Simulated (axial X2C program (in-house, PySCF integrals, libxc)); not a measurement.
# Curves of BH⁻ by EOM-EA-CCSD

Calculated with an in-house all-electron X2C program for linear molecules (integrals from PySCF): two-component X2C with atomic mean-field Coulomb and Gaunt terms, Gaussian nuclei, basis B dyall-av3z, H dyall-av3z with contracted cores.

Energies in eV from the lowest point of the lowest state; states are followed by energy order within each Ω. Reference: BH, 4 electrons correlated in 92 virtual spinors with an MP2 remainder; levels at this size can be off by some tenths of an eV. Masses 11.009 and 1.008 u.

```tsv
R (Å)	(1)Ω=1/2	(1)Ω=3/2
1.142	0.1277	0.1335
1.191	0.0359	0.0420
1.241	0.0000	0.0064
1.297	0.0100	0.0167
1.353	0.0660	0.0666
1.427	0.1739	0.1745
```

T1 of the reference reaches 0.015 (Lee–Taylor). Curves followed by order can swap character. Number of frozen shells: B 1 s; H none. Roots with under 60 % one-particle weight at any point are counted in the labels but not shown, and the list ends where the roots sought for some Ω run out; states that need a further excitation are missing and may lie low or lowest. Curves with a minimum but no constants failed the fit check.
